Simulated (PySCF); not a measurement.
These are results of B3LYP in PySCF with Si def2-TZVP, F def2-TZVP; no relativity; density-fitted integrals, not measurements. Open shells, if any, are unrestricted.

Q: What spin state, shape and geometry does isolated SiF₂ take (every ligand bound to Si)?

A: Counting electrons, silicon keeps 2 of its valence electrons outside its bonds, so the VSEPR class is AX2E1 and the expected shape is bent (C2v), as computed. The lowest minimum found is a singlet of C2v symmetry with Si–F 1.609 Å (×2); F–Si–F 100.8°. Its harmonic wavenumbers are 332 (a1), 838 (a1), 853 (b2) cm⁻¹ and its dipole moment is 1.21 D.
